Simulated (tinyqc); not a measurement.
Stretching all distances: RHF, UHF, MP2, CISD and CCSD against full CI in the sto-3g basis, for HF, spin multiplicity 1. Computed by the program tinyqc with PySCF. Command: `OMP_NUM_THREADS=1 python tinyqc.py 115954 115955 out.jsonl`; one thread of a shared host (Intel(R) Xeon(R) Processor @ 2.60GHz), about 7 s.

Geometry (angstrom):
```
atom       x       y       z
F     0.0000  0.0000  0.0000
H     0.0000  0.0000  0.8750
```

All coordinates are multiplied by the scale. c0^2 is the weight of the RHF determinant in the lowest singlet FCI state (UHF is spin-contaminated and may lie near states of higher spin) and n(LUMO) the first natural occupation beyond the occupied space.

Full CI energy (hartree) and errors against it (kcal/mol):
```
scale  distance 1-2 (angstrom)     E(FCI)      RHF     UHF     MP2   CISD      CCSD  <S^2> UHF   c0^2  n(LUMO)
0.930                    0.814  -98.55689   11.850  11.850   3.536  0.000     0.000      0.000  0.991    0.018
1.100                    0.963  -98.60227   18.505  18.505   6.324  0.000     0.000      0.000  0.981    0.037
1.270                    1.111  -98.59353   27.737  27.737  10.550  0.000  4.90e-05      0.000  0.965    0.070
1.440                    1.260  -98.56635   39.868  37.691  16.409  0.000     0.000      0.225  0.938    0.123
1.600                    1.400  -98.53800   54.011  35.103  23.357  0.000     0.000      0.567  0.901    0.195
1.770                    1.549  -98.51113   71.719  26.533  31.873  0.000     0.000      0.764  0.851    0.294
1.940                    1.698  -98.49017   91.449  17.793  40.671  0.000     0.000      0.872  0.794    0.409
2.110                    1.846  -98.47552  111.905  11.023  48.407  0.000     0.000      0.930  0.735    0.527
```

UHF parts from RHF first at scale 1.44 of those listed, where <S^2> leaves zero. The weight c0^2 goes from 0.99 to 0.73 and n(LUMO) from 0.02 to 0.53: static correlation grows as the bonds break into open-shell fragments. The spread of the error along the curve, which distorts its shape, is CISD 0.0, CCSD 0.0, UHF 26.7, MP2 44.9, RHF 100.1 kcal/mol. With one virtual orbital CISD and CCSD are exact.
